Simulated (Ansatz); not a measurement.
How methods differ on Si2 (disilicon)

Si2: 2 atoms, total charge 0, spin state triplet. As SMILES, `[Si]=[Si]`. Geometry: relaxed at GFN2-xTB.

```xyz
2

Si    0.0000    0.0000    0.0000
Si    0.0000    0.0000    2.1742
```

Each level gives the energy change with the Si1–Si2 bond stretched from 2.174 to 4.348 Å (eV). The values are calculated.

```json
{"level": "UHF/3-21G", "kind": "Hartree–Fock", "program": "Ansatz", "value (eV)": "1.10", "CPU time (all runs)": "2.3 s"}
{"level": "UBHLYP/3-21G", "kind": "global hybrid", "program": "Ansatz", "value (eV)": "2.26", "CPU time (all runs)": "26 s"}
{"level": "U-wB97X/3-21G", "kind": "range-separated hybrid", "program": "Ansatz", "value (eV)": "2.43", "CPU time (all runs)": "86 s"}
{"level": "UB2PLYP/3-21G", "kind": "double hybrid", "program": "Ansatz", "value (eV)": "2.53", "CPU time (all runs)": "80 s"}
{"level": "RPA@PBE/3-21G", "kind": "RPA", "program": "Ansatz", "value (eV)": "1.97", "CPU time (all runs)": "51 s"}
{"level": "UMP2/3-21G", "kind": "perturbation theory", "program": "Ansatz", "value (eV)": "1.93", "CPU time (all runs)": "4.2 s"}
{"level": "UCCSD(T)/3-21G", "kind": "coupled cluster or CI", "program": "Ansatz", "value (eV)": "2.08", "CPU time (all runs)": "5.1 s"}
```

The first shape isn't each level's own minimum. The values span 1.10 to 2.53 eV. Spin contamination of the reference (⟨S²⟩ at least 0.1 too high) touches UHF/3-21G, UBHLYP/3-21G, U-wB97X/3-21G, UB2PLYP/3-21G, RPA@PBE/3-21G, UMP2/3-21G, UCCSD(T)/3-21G. The coupled-cluster rows rest on a doubtful reference here (large T1 or Brueckner and Hartree–Fock orbitals at odds), and rows may lie in different states. All rows use very small basis sets, so none should be taken for the real molecule's value. CPU times are rough (shared hosts, several kinds of processor): they show what a rung costs within a factor of a few.
